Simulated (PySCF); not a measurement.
A species of formula C5H9N has this rotational fingerprint, computed with PBE0-D3(BJ)/def2-SVP geometry optimisation, gas phase in PySCF 2.14.0:

```
Rotational constants : A = 15339, B = 1329, C = 1261 MHz
Dipole components    : |μa| = 3.81 D, |μb| = 1.59 D, |μc| = 0.00 D
Inertial defect      : -12.58 u·Å²
κ                    : -0.99
```

Problem. Which structure is it? (One computed conformer of each.)
A. `[CH3:1][CH2:2][CH2:3][CH2:4][C:5]#[N:6]` with C1–C2–C3–C4 180°, C2–C3–C4–C5 180°
B. `[C-]#[N+]C(C)(C)C`

Solution. A. It is CCCCC#N, a near-prolate asymmetric top, point group Cs. The candidates at the same level (rigid rotor, commonest isotopes):

```json
{"SMILES": "[C-]#[N+]C(C)(C)C", "A (MHz)": "4540", "B (MHz)": "2944", "C (MHz)": "2942", "μa (D)": "4.01", "μb (D)": "0.00", "μc (D)": "0.00", "Δ (u·Å²)": "-111.23", "point group": "C3v", "rotor": "prolate symmetric top"}
{"SMILES": "CCCCC#N", "A (MHz)": "15339", "B (MHz)": "1329", "C (MHz)": "1261", "μa (D)": "3.81", "μb (D)": "1.59", "μc (D)": "0.00", "Δ (u·Å²)": "-12.58", "point group": "Cs", "rotor": "near-prolate asymmetric top"}
```

`[C-]#[N+]C(C)(C)C` has C 133 % too high. In the right answer the mirror of this Cs structure is the ab plane, so μc vanishes by symmetry. No structure here is proved a minimum.
